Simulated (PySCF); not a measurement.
**Gas-phase acidity (ΔG): calculation against experiment**

These are calculated values, M06-2X/ma-def2-TZVP in PySCF (grid level 3) at geometries from PBE0-D3(BJ)/ma-def2-SVP. Thermal corrections: PBE0-D3(BJ)/ma-def2-SVP frequencies, unscaled, ideal gas at 298.15 K and 1 bar, quasi-RRHO entropy.

```
                       molecule  computed / kJ/mol  measured / kJ/mol  difference
    hydrogen cyanide, C#N (CHN)               1425               1436         -11
      hydrogen fluoride, F (HF)               1525               1530          -5
               CS(C)=O (C2H6OS)               1537               1535           3
methylene fluoride, FCF (CH2F2)               1628               1590          37
   methyl chloride, CCl (CH3Cl)               1622               1634         -13
     methyl fluoride, CF (CH3F)               1677               1676           1
```

Measured values: NIST Chemistry WebBook, evaluated or the median of agreeing entries. Evaluated proton affinities, basicities and acidities carry uncertainties of about 8 kJ/mol, some more. Mean signed difference 2.2 kJ/mol, mean absolute 11.6 kJ/mol, over these rows.

methylene fluoride: the gap is larger than usual, and may come from another state, site, conformer or species, from the functional or basis, or from an outlying measurement.

What do calculation and experiment give for hydrogen peroxide, `OO` (H2O2)?

Computed 1540 kJ/mol, measured 1544 kJ/mol.

Differences come from unrounded values, so a last digit can differ from that of the printed terms.
